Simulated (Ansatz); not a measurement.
Born–Oppenheimer molecular dynamics of AlH$_{7}$Si (9 atoms, charge 0, multiplicity 1). It starts from a rough guess of a transition structure, not a stationary point.

Computed with UKS PBE0/6-31G* in Ansatz.

```yaml
ensemble: NVE (velocity Verlet)
time_step: 0.5 fs
steps_asked: 150
starting_velocities_drawn_for: 300 K
seed: 339550
```

Frames 5 fs apart, positions in Å, forces in eV/Å.

Velocities at 15.0 fs (Å/ps):

```
Al -1.75 5.20 6.00
H 107.60 -74.37 -87.08
H 9.15 15.87 9.97
H 6.42 -0.28 4.17
H 98.67 3.00 -15.32
Si -3.70 -2.35 -1.30
H -25.15 -16.32 -21.70
H 0.97 14.97 7.02
H -47.91 -16.51 -21.56
```

```xyz
9
Properties=species:S:1:pos:R:3:forces:R:3 time_fs=15.0 energy_less_start_eV=-1.939 T=2436
Al -0.963 -0.748 -0.713 -0.09 1.35 0.95
H 1.859 -1.384 -1.591 -0.13 1.66 1.40
H -0.693 -1.698 -1.887 0.55 -0.65 -0.50
H -2.499 -0.438 -0.636 -0.52 0.05 0.18
H 1.757 -0.769 -1.055 0.46 -1.68 -1.46
Si 0.330 0.835 0.886 -0.09 -1.23 -0.90
H 0.991 1.899 0.114 0.02 0.43 -0.27
H -0.607 1.419 1.855 -0.19 0.17 0.32
H 1.474 0.167 1.557 0.01 -0.10 0.28
9
Properties=species:S:1:pos:R:3:forces:R:3 time_fs=20.0 energy_less_start_eV=-1.941 T=2441
Al -0.972 -0.717 -0.679 -0.26 0.65 0.16
H 2.366 -1.490 -1.795 0.54 -4.06 -3.72
H -0.585 -1.688 -1.889 0.29 -0.02 0.20
H -2.536 -0.435 -0.597 -0.20 -0.10 0.04
H 2.306 -1.021 -1.366 -0.47 4.07 3.72
Si 0.306 0.820 0.875 -1.27 -0.05 -0.81
H 0.883 1.870 -0.022 0.17 0.03 0.20
H -0.599 1.494 1.897 0.35 -0.28 -0.36
H 1.325 0.034 1.530 0.86 -0.22 0.57
9
Properties=species:S:1:pos:R:3:forces:R:3 time_fs=25.0 energy_less_start_eV=-1.785 T=2274
Al -0.983 -0.679 -0.644 -0.70 -0.15 -0.53
H 2.896 -1.759 -2.155 -0.18 2.63 2.56
H -0.412 -1.689 -1.852 -0.19 0.53 0.76
H -2.614 -0.456 -0.548 0.52 -0.24 -0.12
H 2.852 -1.108 -1.523 0.19 -2.63 -2.55
Si 0.275 0.803 0.858 0.80 -0.92 -0.12
H 0.814 1.853 -0.113 0.22 -0.35 0.58
H -0.529 1.519 1.878 -0.08 -0.01 0.07
H 1.330 -0.115 1.604 -0.58 1.12 -0.64
9
Properties=species:S:1:pos:R:3:forces:R:3 time_fs=30.0 energy_less_start_eV=-2.289 T=2816
Al -1.000 -0.643 -0.612 -0.63 -0.13 -0.07
H 3.410 -1.875 -2.370 0.00 0.42 0.44
H -0.271 -1.586 -1.662 0.01 -0.07 -0.06
H -2.595 -0.530 -0.524 0.00 -0.16 -0.17
H 3.416 -1.348 -1.821 0.00 -0.42 -0.44
Si 0.248 0.779 0.839 -0.08 -0.19 0.20
H 0.804 1.776 -0.091 0.55 0.31 -0.11
H -0.474 1.541 1.871 -0.30 0.14 0.21
H 1.247 -0.044 1.563 0.45 0.11 0.00
9
Properties=species:S:1:pos:R:3:forces:R:3 time_fs=35.0 energy_less_start_eV=-2.153 T=2664
Al -1.023 -0.608 -0.582 -0.43 -0.43 -0.13
H 3.935 -2.020 -2.606 -0.13 -1.68 -1.84
H -0.124 -1.498 -1.482 0.19 -0.43 -0.53
H -2.579 -0.643 -0.539 -0.54 -0.08 -0.16
H 3.970 -1.558 -2.099 0.13 1.68 1.84
Si 0.221 0.754 0.822 -0.12 1.77 0.79
H 0.907 1.748 -0.073 0.04 -0.01 0.05
H -0.476 1.583 1.895 0.11 -0.28 -0.41
H 1.270 0.051 1.527 0.75 -0.54 0.39
9
Properties=species:S:1:pos:R:3:forces:R:3 time_fs=40.0 energy_less_start_eV=-1.614 T=2086
Al -1.050 -0.577 -0.553 -0.53 -1.77 -1.23
H 4.442 -2.263 -2.957 0.41 2.45 2.88
H 0.039 -1.486 -1.402 -0.67 0.25 0.07
H -2.657 -0.772 -0.592 0.36 0.09 -0.10
H 4.541 -1.670 -2.262 -0.41 -2.45 -2.88
Si 0.196 0.744 0.812 2.69 1.37 1.55
H 1.020 1.721 -0.045 -0.53 -0.31 0.18
H -0.467 1.576 1.847 -0.11 0.11 0.12
H 1.418 0.047 1.552 -1.21 0.26 -0.59
9
Properties=species:S:1:pos:R:3:forces:R:3 time_fs=45.0 energy_less_start_eV=-1.960 T=2449
Al -1.081 -0.561 -0.535 -0.58 -1.84 -1.26
H 4.974 -2.358 -3.137 -0.30 -1.13 -1.42
H 0.063 -1.434 -1.323 -0.58 0.11 -0.09
H -2.668 -0.881 -0.668 0.41 0.22 0.00
H 5.088 -1.929 -2.596 0.30 1.13 1.42
Si 0.190 0.745 0.815 1.03 1.35 1.31
H 1.030 1.644 0.005 -0.05 0.47 -0.55
H -0.480 1.591 1.821 -0.11 0.23 0.31
H 1.339 0.074 1.472 -0.13 -0.54 0.27
9
Properties=species:S:1:pos:R:3:forces:R:3 time_fs=50.0 energy_less_start_eV=-2.060 T=2562
Al -1.117 -0.561 -0.527 -0.29 -0.75 -0.43
H 5.494 -2.541 -3.416 0.02 0.07 0.09
H -0.030 -1.369 -1.274 0.38 -0.55 -0.67
H -2.607 -0.942 -0.747 -0.60 0.09 0.00
H 5.646 -2.101 -2.832 -0.02 -0.07 -0.09
Si 0.192 0.758 0.828 -0.23 2.03 0.87
H 1.014 1.651 -0.047 -0.14 0.12 -0.13
H -0.506 1.645 1.852 0.39 -0.26 -0.22
H 1.234 -0.027 1.454 0.49 -0.68 0.58
9
Properties=species:S:1:pos:R:3:forces:R:3 time_fs=55.0 energy_less_start_eV=-1.740 T=2225
Al -1.156 -0.569 -0.524 0.12 -0.88 -0.68
H 5.990 -2.750 -3.742 0.97 2.06 2.95
H -0.070 -1.407 -1.359 -0.10 -0.05 -0.13
H -2.657 -0.975 -0.824 -0.24 0.21 0.16
H 6.227 -2.247 -3.019 -0.97 -2.06 -2.95
Si 0.195 0.787 0.850 1.17 -0.07 0.47
H 0.967 1.687 -0.127 -0.19 -0.41 0.51
H -0.456 1.657 1.855 0.10 0.12 0.25
H 1.203 -0.241 1.540 -0.86 1.07 -0.58
9
Properties=species:S:1:pos:R:3:forces:R:3 time_fs=60.0 energy_less_start_eV=-1.949 T=2445
Al -1.194 -0.584 -0.527 0.03 -0.85 -0.95
H 6.547 -2.843 -3.896 -1.50 -2.49 -3.86
H -0.128 -1.461 -1.477 -0.50 0.39 0.42
H -2.759 -0.958 -0.862 0.45 0.32 0.34
H 6.748 -2.508 -3.378 1.50 2.49 3.86
Si 0.205 0.816 0.875 -0.89 -0.46 0.11
H 0.893 1.650 -0.115 0.59 0.22 -0.17
H -0.379 1.690 1.909 -0.06 0.17 0.23
H 1.018 -0.252 1.523 0.38 0.21 0.02
9
Properties=species:S:1:pos:R:3:forces:R:3 time_fs=65.0 energy_less_start_eV=-2.083 T=2594
Al -1.232 -0.606 -0.538 0.12 0.29 -0.08
H 7.046 -3.048 -4.217 0.66 0.91 1.50
H -0.285 -1.440 -1.514 0.13 -0.08 0.00
H -2.779 -0.870 -0.826 -0.09 0.13 0.24
H 7.328 -2.658 -3.571 -0.66 -0.91 -1.50
Si 0.209 0.844 0.900 -1.77 0.58 -0.41
H 0.937 1.644 -0.118 0.40 0.01 0.15
H -0.310 1.752 2.002 0.11 -0.27 -0.43
H 0.924 -0.233 1.520 1.11 -0.64 0.53
9
Properties=species:S:1:pos:R:3:forces:R:3 time_fs=70.0 energy_less_start_eV=-1.825 T=2317
Al -1.269 -0.626 -0.549 0.33 1.08 0.66
H 7.547 -3.226 -4.507 1.38 1.51 2.75
H -0.416 -1.440 -1.553 0.47 -0.43 -0.37
H -2.819 -0.749 -0.731 -0.45 0.01 0.17
H 7.905 -2.834 -3.795 -1.38 -1.51 -2.75
Si 0.199 0.873 0.923 0.56 -1.67 -0.58
H 1.068 1.641 -0.086 -0.24 -0.33 0.62
H -0.225 1.768 2.019 -0.21 0.16 0.06
H 1.042 -0.299 1.603 -0.46 1.19 -0.56
```

Of the whole run (75 fs, mean temperature of the second half 2382 K): The conserved energy stayed within 1.7 meV per atom of its start (net change 0.78 meV per atom), so the integration is sound. The system heated up, since it started high on the potential surface and ran downhill. A run of 0.075 ps of so small a system gives no equilibrium averages. The orbitals stay closed-shell, which can raise the energy where a bond breaks towards radicals; this wasn't checked here.

Run time: 13 min on 1 thread of Intel(R) Xeon(R) Processor @ 2.50GHz (Skylake/Cascade Lake) (shared host), peak memory 0.14 GiB.
